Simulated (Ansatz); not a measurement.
Cartesian coordinates in Å:
```
N -1.524 0.167 -0.238
C -0.300 -0.341 -0.055
C 0.803 0.403 0.136
C 2.061 0.228 0.331
O 3.213 0.235 0.514
H -1.652 1.165 -0.237
H -2.322 -0.426 -0.377
H -0.280 -1.432 -0.075
```

Charge 0, multiplicity 1.

Q: List the r2SCAN/def2-TZVPP orbital energies in eV (Ansatz 0.2.0). (Best estimate.)

A: Ansatz gave: Occupied: -516.43, -386.80, -275.35, -275.27, -272.39, -28.41, -25.23, -20.21, -17.30, -15.16, -13.52, -12.07, -11.47, -10.75, -10.40, -9.71, -5.99, -5.46. Lowest empty: -2.01, -0.01, 1.19, 1.70, 2.95, 3.00, 3.78, 4.66.
